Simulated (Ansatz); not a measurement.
**CH₆AlB: how energies converge with the basis set**

Aim: see how fast density functionals converge with the basis set for CH₆AlB.

Computed with Ansatz 0.2.0, Gaussian basis. Level: one geometry, several basis sets.

The runs, in order: PBE0-D4/def2-SVP; ωB97M-V/def2-SVP; PBE0-D4/def2-QZVPP; ωB97M-V/def2-QZVPP; the functionals' def2-TZVPP values are taken from earlier runs.

1 further run of the same task is left out (it didn't finish).

**1. The geometry**

The geometry comes from an earlier relaxation with PBE0-D4 in a triple-zeta def2 set; it is a stationary point, not always the lowest conformer.

SMILES `[BH2][AlH][CH3]`, 9 atoms, charge 0, spin multiplicity 1.

Atoms are counted from 1 here; the program's logs count them from 0.

Bond lengths: B1–Al2 2.119 Å, B1–H4 1.201 Å, B1–H5 1.201 Å, Al2–C3 1.960 Å, Al2–H6 1.599 Å, C3–H7 1.092 Å, C3–H8 1.096 Å, C3–H9 1.095 Å. Angles: Al2–B1–H4 123.0°, Al2–B1–H5 123.2°, H4–B1–H5 113.8°, B1–Al2–C3 123.3°, B1–Al2–H6 119.0°, C3–Al2–H6 117.7°, Al2–C3–H7 114.1°, Al2–C3–H8 109.7°, Al2–C3–H9 110.6°, H7–C3–H8 107.7°, H7–C3–H9 108.2°, H8–C3–H9 106.2°.

As a file:

```xyz
9

B    -1.01826    0.94846   -1.46791
Al    0.40975    0.57872    0.05371
C     0.49992   -1.10087    1.05971
H    -0.82695    0.68339   -2.62401
H    -2.09052    1.44724   -1.25614
H     1.48296    1.71211    0.40057
H    -0.32288   -1.78847    0.85370
H     1.43558   -1.62219    0.82660
H     0.51889   -0.90450    2.13676
```

**2. PBE0-D4 in def2-SVP**

The input, in.yaml:

```yaml
crystal:
  periodic: [false, false, false]
  atoms:
    - {symbol: B, position_ang: [-1.018265, 0.948464, -1.467905]}
    - {symbol: Al, position_ang: [0.409747, 0.578717, 0.053711]}
    - {symbol: C, position_ang: [0.499923, -1.100868, 1.059714]}
    - {symbol: H, position_ang: [-0.826947, 0.683392, -2.624015]}
    - {symbol: H, position_ang: [-2.090519, 1.447237, -1.256135]}
    - {symbol: H, position_ang: [1.482963, 1.712110, 0.400573]}
    - {symbol: H, position_ang: [-0.322875, -1.788466, 0.853700]}
    - {symbol: H, position_ang: [1.435582, -1.622189, 0.826597]}
    - {symbol: H, position_ang: [0.518890, -0.904498, 2.136761]}
basis:
  gaussian: {orbitals: def2-SVP}
hamiltonian: {xc: pbe0, dispersion: d4}
output: {orbitals: {seedname: orbitals}}
```

Started as:

```sh
ansatz run in.yaml --threads 2 --pin off --events-out ev --progress --plain --max-ram 4352MiB
```

Further steps of the session: ωB97M-V in def2-SVP; PBE0-D4 in def2-QZVPP; ωB97M-V in def2-QZVPP.

Before running them: what should the planned runs give, taken together? Wanted: PBE0-D4: double and triple zeta above quadruple; ωB97M-V: double and triple zeta above quadruple.

**Answer**, as computed:

| quantity | value |
| --- | --- |
| PBE0-D4: double and triple zeta above quadruple | 4.63, 0.32 eV |
| ωB97M-V: double and triple zeta above quadruple | 4.80, 0.31 eV |

In words: For PBE0-D4 the step from double to triple zeta gains 4.31 eV and the next only 0.32 eV. These are total energies; as a rule much of such shifts cancels in differences, which this series doesn't test.
